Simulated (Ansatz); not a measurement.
# Molecular dynamics, step by step

SiNH₅F, doublet, r2SCAN-D4/def2-SVP (Ansatz 0.2.0). Settings (timestep in fs, temperature in K; T counts 18 degrees of freedom):

```yaml
hamiltonian: {xc: r2scan, dispersion: d4}
md: {n_steps: 80, timestep: 0.75, temperature: 300, ensemble: nve, seed: 400, initial_velocities: maxwell_boltzmann}
```

Start, the saddle point found with PBE0-D4 in triple zeta (not stationary at another level):

H1  (0.441, -0.044, 0.329)
Si2  (-0.805, 0.873, 0.019)
F3  (-1.312, 0.527, -1.462)
N4  (1.499, -1.163, 0.331)
H5  (-0.432, 2.309, 0.056)
H6  (-1.915, 0.589, 0.963)
H7  (0.844, -1.943, 0.444)
H8  (1.679, -1.148, -0.679)
(Å)

```
step  time (fs)  potential energy less the start (meV)  kinetic energy (meV)  T (K)
   0       0.00                                    0.0                 232.7    300
   5       3.75                                   57.4                 176.5    228
  10       7.50                                  131.4                 102.2    132
  15      11.25                                  180.8                  52.9     68
  20      15.00                                  122.8                 110.3    142
  25      18.75                                  117.1                 117.0    151
  30      22.50                                   63.4                 170.0    219
  35      26.25                                   71.9                 161.7    209
  40      30.00                                   13.2                 220.7    285
  45      33.75                                 -413.2                 640.9    826
  50      37.50                                 -435.1                 653.5    843
  55      41.25                                  -45.5                 282.3    364
  60      45.00                                 -534.1                 741.2    956
  65      48.75                                 -411.7                 629.7    812
  70      52.50                                  -86.7                 323.5    417
  75      56.25                                 -104.4                 353.8    456
  80      60.00                                 -306.7                 538.6    694
```

Step 40, positions (Å) and forces (eV/Å):

```tsv
atom	x	y	z	Fx	Fy	Fz
H1	0.622	-0.134	0.299	0.838	-0.552	0.122
Si2	-0.804	0.870	0.001	1.029	0.353	2.053
F3	-1.312	0.542	-1.446	-0.824	-0.625	-2.206
N4	1.502	-1.163	0.342	-1.235	1.097	-0.369
H5	-0.603	2.343	0.055	0.083	0.101	0.127
H6	-1.810	0.427	1.003	-0.156	-0.018	0.059
H7	0.747	-1.848	0.481	0.030	-0.364	0.232
H8	1.593	-1.231	-0.686	0.234	0.009	-0.020
```

Step 55, positions (Å) and forces (eV/Å):

```json
{"atom": "H1", "x": "1.254", "y": "0.023", "z": "0.418", "Fx": "0.082", "Fy": "-4.235", "Fz": "-0.396"}
{"atom": "Si2", "x": "-0.810", "y": "0.869", "z": "0.030", "Fx": "-0.071", "Fy": "0.659", "Fz": "0.414"}
{"atom": "F3", "x": "-1.320", "y": "0.536", "z": "-1.485", "Fx": "-0.059", "Fy": "-0.102", "Fz": "0.016"}
{"atom": "N4", "x": "1.469", "y": "-1.161", "z": "0.312", "Fx": "0.245", "Fy": "2.882", "Fz": "0.402"}
{"atom": "H5", "x": "-0.515", "y": "2.380", "z": "0.067", "Fx": "-0.318", "Fy": "-0.540", "Fz": "0.051"}
{"atom": "H6", "x": "-1.912", "y": "0.463", "z": "1.033", "Fx": "0.443", "Fy": "0.235", "Fz": "-0.519"}
{"atom": "H7", "x": "0.716", "y": "-1.794", "z": "0.633", "Fx": "0.211", "Fy": "0.820", "Fz": "-0.314"}
{"atom": "H8", "x": "1.807", "y": "-1.404", "z": "-0.631", "Fx": "-0.534", "Fy": "0.280", "Fz": "0.346"}
```

Step 60, positions (Å) and forces (eV/Å):

```csv
atom,x,y,z,Fx,Fy,Fz
H1,1.372,-0.190,0.461,-0.023,1.513,0.080
Si2,-0.810,0.876,0.048,-0.475,0.001,-1.199
F3,-1.328,0.529,-1.511,0.377,0.203,1.137
N4,1.472,-1.155,0.303,0.281,-2.216,0.301
H5,-0.534,2.352,0.095,-0.114,-0.003,0.016
H6,-1.917,0.501,0.987,-0.039,0.032,-0.027
H7,0.684,-1.694,0.681,0.502,0.252,-0.516
H8,1.840,-1.444,-0.604,-0.507,0.218,0.206
```

Last step (80):

```
8
angstrom
H 1.9038 -0.1348 0.4921
Si -0.8396 0.8926 0.0446
F -1.3216 0.5251 -1.5077
N 1.5327 -1.2219 0.3199
H -0.6395 2.3890 0.1573
H -2.0366 0.5747 0.9077
H 0.5377 -1.3975 0.5552
H 1.5362 -1.3594 -0.7045
```

Hardware: 4 CPU threads of an Intel Xeon 6975P-C, shared host. Wall time about 55 s.
